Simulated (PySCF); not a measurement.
**Relaxation of singlet SiHF**

Level of theory: PySCF, PBE0, basis Si def2-TZVP, H def2-TZVP, F def2-TZVP (no relativity, density fitting). A (50,194) grid was used.

A hand-made bent start, of Cs symmetry, held to at least that symmetry:

```xyz
3
charge 0 multiplicity 1, angstrom
Si   -0.5583    0.0000   -0.4266
H    -1.7706    0.0000    0.4223
F     0.9162    0.0000    0.6058
```

Optimiser trace:
| step | E − E(last) (kJ/mol) | largest gradient (Eh/bohr) |
| --- | --- | --- |
| 0 | 57.65 | 0.06981 |
| 1 | 1.37 | 0.01326 |
| 2 | 0.17 | 0.00457 |
| 3 | 0.00 | 0.00078 |
| 4 | 0.00 | 0.00016 |

It ends at Cs with Si–F 1.612 Å, Si–H 1.541 Å; F–Si–H 96.3°. A frequency run shows a minimum.

Final geometry:
```xyz
3
charge 0 multiplicity 1, angstrom
Si   -0.4426    0.0000   -0.4559
H    -1.6102    0.0000    0.5495
F     0.7374    0.0000    0.6427
```
